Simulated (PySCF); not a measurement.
**TDDFT excited states: C5H5N**

Species: C₅H₅N.
Atom-mapped SMILES: `[CH3:1][C:2]1=[CH:3][C@@H:4]1[C:5]#[N:6]` (hydrogens: H7, H8, H9 on C1; H10 on C3; H11 on C4)

Structure used (PBE0-D3(BJ)/def2-SVP), in Å, numbered top down from 1:
```
atom  x, y, z in Å
C1     1.4946    0.1434    0.1172
C2     0.0618   -0.1472   -0.0096
C3    -0.9640   -0.7535   -0.5157
C4    -1.2818    0.2795    0.5311
C5    -1.8348    1.5683    0.1563
N6    -2.2660    2.6020   -0.1423
H7     1.8333   -0.0352    1.1499
H8     2.0909   -0.4754   -0.5673
H9     1.6829    1.2057   -0.1045
H10   -1.4213   -1.4679   -1.1930
H11   -1.5912   -0.0320    1.5411
```

The calculation used TDDFT B3LYP/def2-SVPD, vertical, gas phase, core orbitals frozen in the response (PySCF 2.14.0, density-fitted response routines).

```tsv
state	E (eV)	ν̃ (cm⁻¹)	f	|μ| (D)	main configurations (H = HOMO, L = LUMO)
S1	6.22	50140	0.014	0.77	H-1→L (96%)
S2	6.65	53620	0.120	2.18	H→L (87%)
S3	6.98	56280	0.0047	0.42	H→L+1 (94%)
S4	7.00	56460	0.0007	0.16	H-2→L (47%), H-1→L+1 (24%), H-1→L+3 (16%)
S5	7.09	57180	0.0023	0.29	H-2→L (40%), H-1→L+1 (37%), H-1→L+3 (17%)
S6	7.22	58230	0.019	0.82	H→L+2 (89%)
S7	7.52	60660	0.058	1.43	H-1→L+2 (50%), H-2→L+3 (13%), H-2→L+1 (10%)
S8	7.67	61850	0.0026	0.30	H-1→L+3 (27%), H→L+3 (25%), H-1→L+1 (18%)
S9	7.68	61900	0.014	0.69	H→L+3 (58%), H-1→L+3 (18%), H-1→L+1 (12%)
S10	7.90	63700	0.0070	0.48	H-2→L+2 (48%), H-3→L (17%), H-5→L (8%)
```

Triplets (Tamm–Dancoff): T1 4.46 eV, H→L (95%); T2 5.69 eV, H-1→L (78%), H-1→L+2 (12%); T3 6.28 eV, H-1→L+2 (34%), H-2→L+3 (19%), H-1→L (17%); T4 6.50 eV, H-1→L+3 (32%), H-1→L+1 (20%), H-2→L (18%).

The lowest singlet comes at 199 nm (600 kJ/mol) in the vacuum ultraviolet; it is weak; its leading configuration is HOMO-1→LUMO (96%). The most intense listed level is S2 at 6.65 eV (187 nm, f = 0.120), 0.43 eV above S1. S8/S9 lie within about 0.01 eV of each other. Löwdin shares by element: HOMO carbon 75% or more, hydrogen 6% or more (atoms not listed hold the other 19%); LUMO carbon 72% or more, hydrogen 8% or more (atoms not listed hold the other 20%). Orbital energies (eV): HOMO-3 -9.79, HOMO-2 -8.97, HOMO-1 -8.15, HOMO -7.88, LUMO -0.74, LUMO+1 0.09, LUMO+2 0.45. Of the 10 states listed, 5 reach f = 0.01 and none stays under 0.0005. The listed states span 1.68 eV, and the widest gap between neighbours is 0.43 eV (S1 to S2). The vertical ionisation energy (ΔSCF) is 10.22 eV, 2.32 eV above S10. Singlets were solved by full linear response, triplets in the Tamm–Dancoff approximation.
